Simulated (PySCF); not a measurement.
Simulated outer-valence photoelectron spectrum of `CC#CC=S`. Method: EOM-IP-CCSD/aug-cc-pVDZ in PySCF, restricted Hartree–Fock reference, 9 core orbitals frozen, non-relativistic, gas phase, PBE0-D3(BJ)/def2-SVP geometry.

Each root has a Gaussian of 0.3 eV full width with its one-hole share as area; cross sections and vibrations are left out, and the highest printed point is 100.

ionisation energy (eV), intensity and a bar:
```
      8.4          2 #
      8.6         30 #########
      8.8         42 #############
      9.0          5 ##
      9.2          0 
      9.4          0 
      9.6         14 ####
      9.8         50 ###############
     10.0         16 #####
     10.2         19 ######
     10.4         50 ###############
     10.6         11 ###
     10.8          0 
     11.0          0 
     11.2          0 
     11.4          0 
     11.6          0 
     11.8          0 
     12.0          1 
     12.2         22 #######
     12.4         46 ##############
     12.6          8 ##
     12.8          0 
     13.0          0 
     13.2          0 
     13.4          2 
     13.6         28 ########
     13.8         43 #############
     14.0          5 ##
     14.2          0 
     14.4          0 
     14.6          0 
     14.8          0 
     15.0          2 #
     15.2         47 ##############
     15.4        100 ##############################
     15.6         56 #################
     15.8         20 ######
     16.0          1
```

Question: Where are the maxima, and how many lines lie under the curve?

Answer: 6 maxima, at 8.7, 9.8, 10.4, 12.4, 13.7 and 15.4 eV, from 8 lines. At this width some lines have no maximum of their own.

Question: List the lines with their holes.

Answer: 
```
E (eV)  leading hole (HF orbital)  area  Koopmans (eV)
  8.73                       HOMO  0.94           9.47
  9.80                     HOMO-1  0.96           9.74
 10.38                     HOMO-2  0.96          10.80
 12.36                     HOMO-3  0.92          12.89
 13.73                     HOMO-4  0.93          15.01
 15.35                     HOMO-5  0.94          16.52
 15.37                     HOMO-6  0.94          16.58
 15.64                     HOMO-7  0.81          17.63
```

The widest gap, 1.98 eV, lies between 10.38 and 12.36 eV. Only orbitals with −ε under 21 eV, eight at most, were ionised, so the high end of the curve may lack lines.
